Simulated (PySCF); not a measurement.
# [H2O2P]-: core ionisation energies

H₂O₂P (charge -1).
SMILES with atom numbers: `[O:1]=[PH2:2][O-:3]`

Method: delta-SCF UKS SCAN, pcX-2 on the ionised atom, pcseg-1 elsewhere, spin-free X2C in PySCF. Binding energies are ΔSCF values: E(core-ionised, relaxed orbitals) − E(ground state) at a fixed geometry, referred to the vacuum level.

Q: List the computed XPS lines with their assignment.

A: 
```
atom(s)            environment    level  binding energy (eV)  2p1/2 (eV)  count
     P2  phosphoryl phosphorus     P 1s              2146.63           –      1
  O1/O3     oxygen bonded to P     O 1s               530.63           –      2
     P2  phosphoryl phosphorus  P 2p3/2               132.46      133.35      1
```

Q: Which effective nuclear charge Zeff reproduces each element's mean 1s value in the hydrogen-like formula E = 13.606 eV × Zeff²?

A: O (Z = 8): mean 530.6 eV, Zeff = 6.25, Z − Zeff = 1.75; P (Z = 15): mean 2146.6 eV, Zeff = 12.56, Z − Zeff = 2.44. Means run over the listed sites, weighted by atom count.

Q: Which photon wavelength matches the P 2p3/2 of P2 threshold?

A: λ = hc/E = 12398.42 eV Å / 132.46 eV = 93.601 Å.

Atoms equivalent by their bonding share one computed value, that of the first of them. Spin–orbit and ligand-field terms were added within each 2p shell after the spin-free SCF. 2p1/2 minus 2p3/2 (ligand field included): P 0.89 eV. The species carries charge -1, so core ionisation leaves a neutral species. The basis sets have no added diffuse functions. Geometry: PBE0-D3(BJ)/def2-SVP; no solvent, vibrations or thermal averaging. The geometry's basis has no diffuse functions, a weakness for an anion.

The run took 11 s wall on one thread, Intel Xeon Platinum 8175M at 2.50 GHz (x86_64), no GPU, shared host, and the process peaked at 0.34 GiB of memory.
